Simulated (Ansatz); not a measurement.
# How the volume per atom of hcp La (model structure) moves with the method

No measured value is used here.

```json
[
 {"level (code)": "LDA (Ansatz)", "value (Å³/atom)": "…"},
 {"level (code)": "PBE (Ansatz)", "value (Å³/atom)": "37.81"},
 {"level (code)": "PBEsol (Ansatz)", "value (Å³/atom)": "34.63"},
 {"level (code)": "r²SCAN (Ansatz)", "value (Å³/atom)": "38.16"},
 {"level (code)": "HSE06 (Ansatz)", "value (Å³/atom)": "39.69"}
]
```

Problem. Fill in the missing entries.

Solution. 
- LDA (Ansatz, a first-principles code), value (Å³/atom): 32.75

HSE06: exact exchange on metals is sensitive to the k mesh and can open a false gap. HSE06: the run warned that the count of filled bands differs between k points. K meshes differ between the levels. Ansatz's density-functional and Hartree–Fock values are scalar-relativistic unless marked +SOC, with PAW data made under PBE.

A model structure was made by putting elements into a prototype or built by hand; here it ended with the formula and space group of a phase in our tables.
